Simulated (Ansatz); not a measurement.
Reaction: BSiH3F2 (SMILES FB(F)[SiH3]) → BF2 (SMILES F[B]F, doublet) + SiH3 (SMILES [SiH3], doublet) (the B-Si bond breaks)
Each species at its own B3LYP-D3(BJ)/def2-TZVP minimum (Ansatz, a first-principles code).

Total energies in hartree (Ansatz). Radicals and triplets start from unrestricted determinants; spin-orbit coupling is neglected. Correlated methods leave the cores frozen. No relativity.

| species | HF/cc-pV(T+d)Z | CCSD(T)/cc-pV(T+d)Z | HF/cc-pV(Q+d)Z | CCSD(T)/cc-pV(Q+d)Z | CCSD(T)/cc-pV(D+d)Z | CCSDT(Q)/cc-pV(D+d)Z |
|---|---|---|---|---|---|---|
| 1: BSiH3F2 (difluoroboranylsilane, SMILES B(F)(F)[SiH3]) | -514.45659 | -515.22797 | -514.47827 | -515.30967 | -514.96024 | -514.96235 |
| 2: BF2 (SMILES F[B]F, doublet) | -223.70714 | -224.29755 | -223.72596 | -224.36761 | -224.06659 | -224.06803 |
| 3: SiH3 (SMILES [SiH3], doublet) | -290.64257 | -290.78856 | -290.64619 | -290.79897 | -290.75358 | -290.75426 |

Task: Work out the bond dissociation energy (electronic) in kcal/mol: take Hartree-Fock from cc-pV(Q+d)Z, extrapolate the CCSD(T) correlation energy as X^-3 (X = 3, 4), and add CCSDT(Q) - CCSD(T) in cc-pV(D+d)Z. 1 hartree = 627.51 kcal/mol.

Result: 
Species 1: correlation (64·(-0.83140) - 27·(-0.77138))/37 = -0.87520; step -0.00211; E1 = -514.47827 + (-0.87520) + (-0.00211) = -515.35558
Species 2: correlation (64·(-0.64165) - 27·(-0.59041))/37 = -0.67904; step -0.00144; E2 = -223.72596 + (-0.67904) + (-0.00144) = -224.40644
Species 3: correlation (64·(-0.15278) - 27·(-0.14599))/37 = -0.15773; step -0.00068; E3 = -290.64619 + (-0.15773) + (-0.00068) = -290.80460
-1·E1 +1·E2 +1·E3 = 0.14454 hartree = 90.7 kcal/mol.
